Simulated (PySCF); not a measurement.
Compound: C3H5N.
Geometry (GFN2-xTB, Å), atoms numbered from 1 in this order:
```
atom  x, y, z in Å
C1     2.366   -0.735    0.634
N2     1.426   -0.129    0.319
C3     0.275    0.575   -0.059
C4    -0.933   -0.356   -0.127
H5     0.462    1.033   -1.036
H6     0.106    1.370    0.675
H7    -0.762   -1.147   -0.854
H8    -1.814    0.208   -0.421
H9    -1.114   -0.813    0.844
```

Method: delta-SCF UKS SCAN, pcX-2 on the ionised atom, pcseg-1 elsewhere, spin-free X2C (PySCF). The ground state was rerun for each ionised atom, in the same mixed basis as its hole state.

| ionised atom | basis functions | E(ground) (Eh) | E(ionised) (Eh) |
| --- | --- | --- | --- |
| C1 | 112 | -172.00810 | -161.27988 |
| C3 | 112 | -172.00688 | -161.23738 |
| C4 | 112 | -172.00532 | -161.29794 |
| N2 | 112 | -172.01914 | -157.08592 |

What are the 1s binding energies?

E(ionised) − E(ground), at 27.2114 eV a hartree:

```
atom                   environment  difference (Eh)  binding energy (eV)
  C1             isocyanide carbon         10.72822               291.93
  C3  sp3 carbon bound to nitrogen         10.76950               293.05
  C4                 methyl carbon         10.70738               291.36
  N2           isocyanide nitrogen         14.93322               406.35
```

How much do the ground-state energies differ, and what would follow from using one of them for all holes?

They run from -172.0191 Eh (core basis on N2) to -172.0053 Eh (on C4), 0.0138 Eh or 0.38 eV apart, though the state is the same; only basis and grid differ. Pairing the ion of C4 with the ground state of N2 would put its binding energy 0.38 eV too high.

Only 1s holes are shown. Geometry: GFN2-xTB; no solvent, vibrations or thermal averaging.
